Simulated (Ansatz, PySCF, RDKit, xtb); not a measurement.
**Solving CH2P2, step by step**

Task: start from the formula CH2P2, draw up candidate structures, narrow them down in stages, and characterise the one that lies lowest at 298.15 K.

The funnel: GFN2-xTB relaxations, single points with a density functional, relaxations at PBE0-D3(BJ)/def2-SVP, harmonic vibrations, and a last energy at a higher level. All values are calculated.

4 further runs of the same task are left out: 4 set aside as unsound or not needed.

## 1. Possible bonding patterns

All bonding patterns within simple valence rules are listed by program: one Lewis structure each, at most two rings and one unusual centre or charged pair. O–O, O–halogen and N–halogen bonds and N–N–N chains are not drawn. That gives 8 candidates.

```
label           SMILES     spin
 c180            C=P#P  singlet
 c390           C1P=P1  singlet
 c609            C#P=P  singlet
 c644  [C-]1=P[P@H2+]1  singlet
 c740             P#CP  singlet
 c809       C1=P[P@H]1  singlet
 c937       [C-]#[P+]P  singlet
 c994            P=C=P  singlet
```

Candidates are built by distance geometry, with a force field where one applies, in up to four conformers (letters a to d). 6 starts with atoms placed at random are added, to find patterns that the rules miss.

Q: Predict the outcome of this search (final energies at CCSD(T)/def2-TZVPP).

| quantity | value |
| --- | --- |
| lowest structure found | C1P=P1, singlet, C2v |
| next finalist | P#CP, singlet, 10.1 kcal/mol higher in G |
| share at equilibrium, among the finalists | 100.0 % |
| harmonic wavenumbers, lowest and highest (PBE0-D3(BJ)/def2-SVP) | 530 and 3206 cm⁻¹ |
| rotational constants, same geometry | 0.5, 0.263, 0.1785 cm⁻¹ |
| dipole moment (PBE0/def2-TZVPD) | 0.76 D |
| HOMO energy (PBE0/def2-TZVPD) | -7.16 eV |
| LUMO energy (PBE0/def2-TZVPD) | -2.83 eV |
| HOMO–LUMO gap (PBE0/def2-TZVPD) | 4.33 eV |
| lowest excitation (TD-CAM-B3LYP/def2-SVPD) | 3.42 eV (f = 0.004) |
| strongest of the states computed, same level | 3.73 eV (f = 0.047) |
| lowest triplet excitation, same level, Tamm-Dancoff | 1.70 eV |
| vertical ionisation energy | 9.32 eV |
| vertical electron affinity | 0.86 eV |
| vertical triplet less singlet | +1.69 eV |

`C1P=P1` comes out lowest. The margin of 10.1 kcal/mol over the next finalist is beyond the usual error of the last level; it says nothing of structures that weren't ranked. GFN2-xTB, HF/STO-3G, r2SCAN-D4/def2-SVP, PBE0-D3(BJ)/def2-SVP, HF/def2-TZVPP and MP2/def2-TZVPP already put its bonding pattern lowest among the structures in one piece. The search is not exhaustive (a finite list of starts, one conformer a finalist), so a lower isomer can't be ruled out.
